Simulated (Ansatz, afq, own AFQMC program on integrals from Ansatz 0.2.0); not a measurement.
Integrals from Ansatz 0.2.0, then the random walk in our own AFQMC program (afq).

```yaml
crystal:
  periodic: [false, false, false]
  atoms:
    - {symbol: Ge, position_ang: [0.000000, 0.000000, 0.243189]}
    - {symbol: C, position_ang: [0.000000, 0.000000, -1.173811]}
    - {symbol: H, position_ang: [0.000000, -0.912198, -1.769408]}
    - {symbol: H, position_ang: [0.000000, 0.912198, -1.769408]}
basis:
  gaussian: {orbitals: cc-pVDZ}
magnetization: {spin_polarized: false}
correlation: {method: ccsd_t, electrons: outside_noble_gas, hamiltonian_folder: ham}
```

```sh
$ ansatz run in.yaml --threads 1 --pin off --events-out ev --progress --plain --max-ram 1382MiB
```

Options of the walk:

```
--method free --trial cisd --walkers 70 --time-step 0.03 --max-blocks 80 --target-error 0.00038 --factor-cut 1e-05 --seed 851 --times 0,0.21,0.42,0.81,1.2,1.8,2.4,3 --taylor-order 8
```

Times are imaginary, in 1/Eh. The walk had a cap of 536 s. Filled inner d shells are frozen with the cores.

Log:

```
orbitals 36  electrons 5 5  factors 302 of 547
reference energy -2114.14955332 Eh
CCSD correlation -0.22959289 Eh in 9 cycles, weight of the determinant in the CISD state 0.8849
repeat  energy at the last time / Eh  error
    10  -2114.386498  0.001068
    20  -2114.386277  0.000656
    30  -2114.387223  0.000569
    40  -2114.387382  0.000630
    50  -2114.387290  0.000553
    60  -2114.387421  0.000544
    70  -2114.387254  0.000496
    80  -2114.387505  0.000462
time / (1/Eh)  energy / Eh  error  mean overlap
  0.00  -2114.378726  0.000306  1.1265
  0.21  -2114.382404  0.000302  1.1305
  0.42  -2114.384313  0.000246  1.1328
  0.81  -2114.386271  0.000308  1.1289
  1.20  -2114.387123  0.000311  1.1208
  1.80  -2114.387046  0.000320  1.1336
  2.40  -2114.386734  0.000379  1.1692
  3.00  -2114.387505  0.000462  1.1590
energy -2114.387505 +/- 0.000462 Eh
```

The run passed its tests (error under three times the target), which doesn't prove that it has relaxed.

Against this walk (error 12.6 meV) on the same determinant: CCSD(T) 28.4 meV higher, the released energy of a separate walk with a CISD trial 2.8 ± 18.5 meV lower (within the noise). The error is statistical, and a free projection of finite length keeps a remainder of its start. The last points scatter (meV from the last: 34 ± 8 at 0.81, 10 ± 8 at 1.20, 12 ± 9 at 1.80, 21 ± 10 at 2.40, 0 ± 13 at 3.00); the last is the one printed as the energy, and the gaps above move with that scatter.

Cautions: remainder of the start not in the error; error above the target (12.6 against 10.3 meV); no relativity below Rb; no spin-orbit coupling; inner d shell frozen.

The walk took 110 s on 1 thread of Intel(R) Xeon(R) Platinum 8488C (Sapphire Rapids), with other jobs on the host. The log's last line is the free-projection energy.

A walk keeps the symmetry of its determinant, which the program's search chose and which needn't be the lowest solution, so a lower state of the same spin and another symmetry isn't excluded.
